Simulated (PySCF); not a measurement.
**Worked example: oscillator strength and radiative lifetime**

butadiene (C₄H₆), SMILES C=CC=C.

The structure is a stationary point at B3LYP-D3(BJ)/def2-SVP. The values are those of a single conformer.

TDDFT-LC-ωPBE/def2-SVPD in PySCF puts the first singlet state with f over 0.02 at 6.11 eV (vertical), with the transition dipole (-0.326, 2.197, 0.000) in atomic units.

Question: Find the oscillator strength, the wavelength and the radiative lifetime that this transition would have in vacuum if emission retraced absorption.

Answer: 
|μ|² = 4.9331 au, so |μ| = 5.65 D. ΔE = 6.11/27.211 = 0.2245 hartree. f = (2/3) ΔE |μ|² = 0.738 (the program prints 0.739).
λ = 1239.84/6.11 = 203 nm; ν = 49280 cm⁻¹.
Einstein's coefficient A = 0.6670 ν² f s⁻¹ (ν in cm⁻¹) = 1.2e9 s⁻¹, so τ = 1/A = 0.84 ns. This state is S1. The figure is the radiative limit of this one transition; relaxation, internal conversion, crossing to triplets and a medium change what is measured.
